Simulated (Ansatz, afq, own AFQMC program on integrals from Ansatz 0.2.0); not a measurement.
Integrals from Ansatz 0.2.0, then the random walk in our own AFQMC program (afq).

```yaml
crystal:
  periodic: [false, false, false]
  atoms:
    - {symbol: C, position_ang: [0.000000, 0.000000, 0.000000]}
    - {symbol: H, position_ang: [0.000000, 0.000000, -1.947589]}
    - {symbol: H, position_ang: [0.000000, 0.000000, 1.947589]}
basis:
  gaussian: {orbitals: cc-pVDZ}
total_charge: 1
magnetization: {spin_polarized: false, initial_magnetization: 1}
correlation: {method: ccsd_t, electrons: outside_noble_gas, hamiltonian_folder: ham}
```

```sh
$ ansatz run in.yaml --threads 1 --pin off --events-out ev --progress --plain --max-ram 24576MiB --backend cuda --devices 0, --max-vram 18GiB
```

Options of the walk:

```
--method phaseless --trial cid --walkers 20 --populations 1 --least-time 40 --time-step 0.005 --steps-per-block 10 --equilibration-blocks 120 --max-blocks 1200 --target-error 0.00108 --factor-cut 1e-05 --start spin_pure --seed 174 --taylor-order 6
```

Times are imaginary, in 1/Eh. The walk had a cap of 60 s.

Log:

```
orbitals 23  electrons 3 2  factors 139 of 223
reference energy -38.29265992 Eh
CCSD correlation -0.14555816 Eh in 15 cycles, weight of the determinant in the CISD state 0.8387
energy of the start -38.433694 Eh
 block  time / (1/Eh)  mean weight  energy / Eh
     1     0.050  1.0011  -38.433375
     2     0.100  1.0008  -38.432726
     3     0.150  0.9991  -38.433068
     4     0.200  0.9971  -38.434381
     5     0.250  1.0013  -38.434107
     7     0.350  0.9995  -38.434278
     9     0.450  1.0016  -38.434006
    25     1.250  1.0003  -38.437935
    73     3.650  0.9999  -38.445693
   121     6.050  0.9985  -38.437435
   169     8.450  1.0013  -38.452895
   217    10.850  1.0000  -38.442218
   265    13.250  1.0033  -38.451074
   313    15.650  1.0004  -38.450217
   361    18.050  1.0031  -38.457027
   409    20.450  1.0010  -38.442906
   457    22.850  1.0018  -38.441813
   505    25.250  1.0005  -38.450151
   553    27.650  1.0016  -38.432674
   601    30.050  0.9987  -38.438894
   649    32.450  1.0014  -38.434738
   673    33.650  0.9720  -38.480326
   697    34.850  1.0004  -38.444045
   745    37.250  1.0019  -38.442820
   793    39.650  0.9986  -38.454832
   841    42.050  1.0017  -38.428494
   889    44.450  1.0016  -38.448002
   937    46.850  1.0016  -38.448067
blocks merged  error / Eh  count
     1  0.000278  840
     2  0.000374  420
     4  0.000504  210
     8  0.000667  105
    16  0.000865  52
    32  0.001053  26
    64  0.001239  13
energy -38.443024 +/- 0.001053 Eh
(rows thinned)
```

The run passed its tests (sampling time, drift between the halves within three errors, error under three times the target), which doesn't prove that it has relaxed. The second half of the sampling lies above the first by 2.6 errors of their difference, so the energy may still be moving and its error bar be too small.

Against this walk (error 28.7 meV) on the same determinant: CCSD(T) 5.5 meV lower (within the noise), CCSDT(Q) 47.6 meV lower (within the noise), CCSDTQ 48.5 meV lower (within the noise), full CI 48.5 meV lower (within the noise), a separate phaseless walk with a CISD trial and standard settings 12.7 ± 28.9 meV higher (within the noise). The error is statistical and leaves out the bias of the constraint.

Cautions: constraint bias not in the error; a spin-contaminated unrestricted determinant lies lower (UHF 1.21 eV lower, ⟨S²⟩ 1.60); strong correlation (T1 0.043, weight of the determinant 0.84, largest double 0.29); so few walkers bias the energy.

The walk took 39 s on 1 × NVIDIA H100 80GB HBM3 with 2 threads of AMD EPYC 7R13 Processor (Zen 3), with other jobs on the host (the card was shared). The log's last line is the phaseless energy.

CCSDT and higher add their correlation energy to the determinant of the CCSD(T) run, since their own runs factorise the integrals more tightly (a shift of under 2 meV). A walk keeps the symmetry of its determinant, which the program's search chose and which needn't be the lowest solution, so a lower state of the same spin and another symmetry isn't excluded.
